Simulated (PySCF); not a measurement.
Geometries of 2 isomers of H3NO, from PySCF, PBE0-D3(BJ)/def2-SVP geometry optimisation, gas phase. One conformer each, no zero-point energy, no frequencies.

Question: Which isomer lies lower at this level?
A.
```xyz
5
angstrom
N     -0.145   -0.239   -0.417
O      0.158    0.458    0.770
H      0.247   -1.174   -0.284
H      0.444    0.190   -1.135
H     -0.704    0.766    1.065
```
B.
```xyz
5
angstrom
N     -0.007    0.004   -0.005
O     -0.967    0.532   -0.721
H      0.968    0.246   -0.308
H     -0.006    0.263    1.012
H      0.012   -1.045    0.022
```

Answer: A. That is hydroxylamine (`NO`), 27.8 kcal/mol below the other.

| SMILES | atoms numbered as above | E (Eh) | relative (kcal/mol) | relative (kJ/mol) | dipole (D) |
| --- | --- | --- | --- | --- | --- |
| NO | [NH2:1][OH:2] | -131.46777 | 0.0 | 0.0 | 0.57 |
| [NH3+][O-] | [NH3+:1][O-:2] | -131.42345 | 27.8 | 116.4 | 5.06 |

As drawn, the lower has an O–H bond, which the higher lacks.
